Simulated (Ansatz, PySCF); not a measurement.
This Ansatz (a first-principles code) input computes a B3LYP/def2-TZVPD energy:

Ansatz 0.2 input:
```yaml
crystal:
  periodic: [false, false, false]
  atoms:
    - {symbol: C, position_ang: [-0.00973717, 0.14109779, -1.26067338]}
    - {symbol: Si, position_ang: [0.00458397, -0.06712142, 0.56953855]}
    - {symbol: H, position_ang: [-0.92502358, 0.27576638, -1.82585964]}
    - {symbol: H, position_ang: [0.89715728, 0.17658197, -1.85330504]}
    - {symbol: H, position_ang: [-0.01250272, 1.24978383, 1.26161923]}
    - {symbol: H, position_ang: [-1.19315147, -0.82096845, 1.01280927]}
    - {symbol: H, position_ang: [1.22776798, -0.78805063, 0.99523664]}
basis:
  gaussian:
    orbitals: def2-TZVPD
hamiltonian:
  xc: {name: B3LYP}
magnetization: {spin_polarized: true, initial_magnetization: 1}
output: {forces: true}
```

**Question.** Write an input for the same energy in PySCF and say what it gives.

**Answer.** 
```python
from pyscf import gto, scf, dft

mol = gto.M(
    atom='''
    C    -0.00973717    0.14109779   -1.26067338
    Si    0.00458397   -0.06712142    0.56953855
    H    -0.92502358    0.27576638   -1.82585964
    H     0.89715728    0.17658197   -1.85330504
    H    -0.01250272    1.24978383    1.26161923
    H    -1.19315147   -0.82096845    1.01280927
    H     1.22776798   -0.78805063    0.99523664
    ''',
    basis='def2-tzvpd',
    charge=0,
    spin=1,
    verbose=4,
)

mf = dft.UKS(mol, xc='b3lyp').density_fit(auxbasis='def2-universal-jkfit')
mf.grids.level = 3
mf.conv_tol = 1e-9
mf.max_cycle = 100
mf.max_memory = 1500
mf.kernel()
if not mf.converged:
    mf = mf.newton()
    mf.kernel(mf.make_rdm1())
for _ in range(2):
    mo, _, stable, _ = mf.stability(return_status=True)
    if stable:
        break
    mf.kernel(mf.make_rdm1(mo, mf.mo_occ))
mf.analyze()
```
It gives -330.58938 Eh, and Ansatz -330.58932 Eh, a difference of 0.06 mEh, from the treatment of integrals and grids.

It need not be the lowest isomer of its formula.
